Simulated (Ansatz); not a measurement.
`CC(=N)S` → 2 C• + 5 H• + N• + S•  (atomization)

Calculated with Ansatz (gas phase, PBE0-D4/def2-TZVP geometries, no zero-point term in ΔE). CCSD(T)/CBS adds triple-zeta CCSD(T) − MP2 to the extrapolated MP2 energy (def2 sets, frozen cores). This one scheme is used for every species, atoms too. DFT in def2-TZVPP. Open shells (•) are unrestricted, without spin–orbit coupling. Spin–orbit coupling would lower the free atoms: a little for C, S. Each species was taken in one conformer, which may not be the lowest.

CCSD(T)/CBS gives +3360.7 kJ/mol.

Question: Another level gave +3251.7 kJ/mol. Which?
A. CCSD/def2-TZVPP
B. r2SCAN0-D4/def2-TZVPP
C. BHLYP-D4/def2-TZVPP
D. HF/def2-TZVPP

Answer: C. BHLYP-D4 3251.7, r2SCAN0-D4 3310.4, CCSD/def2-TZVPP 3200.4, HF/def2-TZVPP 2335.6 kJ/mol.

Question: What do rigid-rotor, harmonic-oscillator terms from PBE0-D4/def2-TZVP frequencies (298.15 K, 1 bar) make of the CCSD(T)/CBS value? (Estimate.)

Answer: Ansatz gave: ΔZPE = -180.0 kJ/mol, ΔH = +3220.1 kJ/mol, ΔS = 911 J/(mol·K), ΔG = +2948.5 kJ/mol. Open shells count their whole term as degenerate.

Largest T1 diagnostic among the species: 0.013.

From r2SCAN to r2SCAN0 (25 % exact exchange), in def2-TZVPP and without D4, ΔE moves by −66.1 kJ/mol: exact exchange takes away binding that semilocal exchange gives to molecules. The D4 term adds +27.3 kJ/mol with B3LYP and +14.1 kJ/mol with PBE0; it sums over pairs of atoms, weighted by their polarisabilities, and B3LYP, whose exchange is more repulsive, gets the larger term.

B3LYP here is the variant with VWN-RPA as its local correlation; programs differ in this.

For atomizations the MP2-based limit and the directly extrapolated one differ by several kJ/mol either way, and by 10 to 25 for some Ge, Se and Sn compounds, so smaller differences from it don't rank the levels.
